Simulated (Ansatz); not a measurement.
# Relaxing Zn

The calculation used Ansatz 0.2.0, DFT r2SCAN, scalar-relativistic, plane waves, PAW. Cutoff 500 eV, Γ-centred k mesh, Gaussian smearing, no spin polarisation in the final step.

This is the end of a relaxation of cell and atoms.

```
Zn
1.0
     0.00000    1.92683    1.92683
     1.92683    0.00000    1.92683
     1.92683    1.92683    0.00000
Zn
1
Direct
  0.00000 0.00000 0.00000
```

Energies count from the standard state of Zn at the same level.

(1) What space group does it have?

(2) How far above the standard state of Zn does it lie?

(3) Is it a metal?

Results:

(1) Fm-3m (No. 225). Conventional cell: a = 3.854 Å. Zn is coordinated by 12 Zn at 2.72 Å.

(2) 0.03 eV/atom.

(3) Yes, bands cross the Fermi level on the 24×24×24 mesh.

The final run used a 24×24×24 mesh on its 1-atom cell and 0.10 eV smearing. The k mesh leaves about 4 meV/atom of noise in metals. The cell came from a trial start, so Zn may not exist in this structure.